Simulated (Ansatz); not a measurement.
Cost and result for the atomization energy of `C[C@@H](F)[C@H](F)Cl` (11 atoms, 10 bonds).

```xyz
11

C    -0.141   -0.131   -1.302
C     0.221   -0.547    0.099
F     1.568   -0.870    0.138
C     0.027    0.541    1.138
F     0.408    0.082    2.355
Cl   -1.678    1.026    1.218
H     0.139   -0.927   -1.993
H     0.396    0.777   -1.586
H    -1.212    0.049   -1.391
H    -0.339   -1.432    0.420
H     0.611    1.433    0.904
```

The species carries charge 0 and has multiplicity 1. Geometry: relaxed with PBE0-D4/def2-TZVP. It is one conformer, not always the lowest. Program: Ansatz. All runs use 4 threads of an Intel Xeon Platinum 8488C on a shared host. Times are those of one run each, without the atoms' runs, and a repeat can differ threefold. Electronic energies, without spin–orbit coupling; frozen cores. CCSD(T)/CBS adds CCSD(T) − MP2 in def2-TZVPP to the MP2 limit, and its time is that of the two runs behind it. T1 = 0.011. HSE06 is the plane-wave form, built on full-range PBE exchange.

CCSD(T)/CBS is a level of theory with its own doubt, some kJ/mol a heavy atom from the limit and from the frozen cores, so smaller differences don't rank the functionals.

```csv
level,functions,wall time,atomization (kJ/mol),difference from CCSD(T)/CBS,per bond
LDA (SPW92)/def2-TZVPP,267,1.1 s,4923.0,718.1,71.8
PBE0-D4/def2-TZVPP,267,2.5 s,4238.7,33.8,3.4
BHLYP-D4/def2-TZVPP,267,2.5 s,4043.6,-161.3,-16.1
HSE06-D4/def2-TZVPP,267,2.8 s,4242.3,37.4,3.7
r2SCAN-D4/def2-TZVPP (with forces),267,3.2 s,4227.8,22.9,2.3
r2SCANh-D4/def2-TZVPP,267,3.8 s,4195.0,-9.9,-1.0
PBE-QIDH/def2-TZVPP,267,4.7 s,4195.9,-9.0,-0.9
ωB97X-V/def2-TZVPP,267,5.5 s,4218.3,13.4,1.3
CCSD(T)/def2-SVP,113,6 s,4007.2,-197.7,-19.8
ωB97M-V/def2-TZVPP (with forces),267,8 s,4223.1,18.2,1.8
MP2/def2-QZVPP,505,21 s,4265.0,60.1,6.0
CCSD(T)/def2-TZVPP,267,2.9 min,4097.8,-107.1,-10.7
CCSD(T)/CBS(def2),–,3.3 min,4204.9,0.0,0.0
```

At CCSD(T), def2-SVP lies −197.7 kJ/mol from the extrapolated value and def2-TZVPP −107.1 kJ/mol: correlation converges slowly with the basis, and small sets miss more of it in the bonded molecule than in its fragments. From r2SCAN to r2SCAN0 (25 % exact exchange), in def2-TZVPP and without D4, the atomization energy moves by −80.3 kJ/mol: exact exchange takes away binding that semilocal exchange gives to molecules. Leaving LDA and LC-ωPBE aside and taking each functional with its dispersion term where it has one, the values, not all of them listed here, spread over 293.7 kJ/mol, from BHLYP-D4 to PBE-D4. LDA lies +607.1 kJ/mol from PBE without D4, its usual overbinding.
